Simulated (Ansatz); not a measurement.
Run this with Ansatz's Python interface and show what comes out.

The script, `c2h7no.py`:
```python
"""C2H7NO at several levels of theory."""

import ansatz as az

GEOMETRY = """
C    -0.53200    0.86050   -0.71660
C    -0.25200   -0.26050    0.19110
N     0.77720    0.09930    1.08750
O     0.27890   -1.32830   -0.58810
H    -1.36530    0.60930   -1.45160
H    -0.92500    1.79420   -0.16590
H     0.31270    1.19940   -1.32970
H    -1.10720   -0.54230    0.73520
H     1.63180    0.34880    0.58170
H     1.07990   -0.71800    1.66520
H     0.16630   -2.11940    0.01170
"""


def main() -> None:
    c2h7no = az.Crystal.molecule()
    for line in GEOMETRY.strip().splitlines():
        symbol, *xyz = line.split()
        c2h7no = c2h7no.atom(symbol, [float(v) for v in xyz])

    job = c2h7no.calculation().basis(gaussian="def2-SVP")

    methods = ["mp2", "ccsd", "ccsd_t"]
    batch = az.Session.batch([job.correlation(m).input() for m in methods])
    reports = sorted(batch.plan().execute().molecular_reports, key=lambda each: each["member"])
    print(f"Hartree-Fock reference {reports[0]['reference_energy_ev'] / 27.211386246:.6f} Ha")
    best = reports[-1]["free_energy_ev"] - reports[-1]["reference_energy_ev"]
    for method, each in zip(methods, reports):
        gained = each["free_energy_ev"] - each["reference_energy_ev"]
        print(f"{method:8s} total {each['free_energy_ev'] / 27.211386246:.6f} Ha  correlation {gained:9.4f} eV  ({100 * gained / best:.1f} % of the last)")


if __name__ == "__main__":
    main()
```

`python c2h7no.py` gives:
```text
Hartree-Fock reference -208.942872 Ha
mp2      total -209.593678 Ha  correlation  -17.7093 eV  (91.5 % of the last)
ccsd     total -209.636444 Ha  correlation  -18.8730 eV  (97.5 % of the last)
ccsd_t   total -209.654410 Ha  correlation  -19.3619 eV  (100.0 % of the last)
```

Caveats:
- The settings weren't tested for convergence.
- The geometry is a force-field or estimated start, not a minimum of this method, and the basis set is short of its limit. A lower total doesn't mark the better method: functionals have no common bound, and MP2 and coupled cluster aren't variational.
- Inner cores stay frozen, so this is valence correlation.

(Lines on the test bed's own set-up are left out of the output.)
